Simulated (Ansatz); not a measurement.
Frontier orbitals of fluoromethane.

```xyz
5

C    -0.014    0.047   -0.036
F     0.295   -1.014    0.785
H     0.444    0.954    0.365
H    -1.099    0.165   -0.075
H     0.373   -0.152   -1.038
```

Charge 0, multiplicity 1. All single points use the PBE0-D4/def2-TZVP geometry. Basis def2-TZVPP, Ansatz 0.2.0.

A caution on the coupled-cluster cation, which keeps the state that its UHF reference found: it lies well above the hybrids' cation and may not be the lowest state; large T1 diagnostic of the cation.

| functional | HOMO (eV) | LUMO (eV) | gap (eV) |
| --- | --- | --- | --- |
| PBE | -7.94 | 0.82 | 8.76 |
| BLYP | -7.91 | 0.76 | 8.67 |
| PBE0 | -9.81 | 1.68 | 11.49 |
| BHLYP | -11.62 | 2.24 | 13.86 |
| CAM-B3LYP | -11.35 | 2.41 | 13.76 |
| LC-ωPBE | -12.66 | 3.77 | 16.43 |
| ωB97M-V | -12.27 | 3.14 | 15.41 |

(1) What is the vertical ionisation energy at frozen-core CCSD(T)/CBS(def2)? (An estimate is asked.)

Answers

(1) Computed: 13.50 eV (T1 of the cation 0.064).

A quarter of exact exchange (PBE0) shifts PBE's HOMO by −1.87 eV and its LUMO by +0.86 eV; full exchange at long range (ωB97M-V) shifts them by −4.33 and +2.32 eV. The gap opens from 8.77 to 15.42 eV, since occupied levels lose self-interaction and empty ones feel all the electrons. A positive LUMO is unbound and depends on the basis. −ε(HOMO) differs from that ionisation energy by −5.56 eV with PBE and −1.23 eV with ωB97M-V.

LC-ωPBE has ω = 0.4 bohr⁻¹.
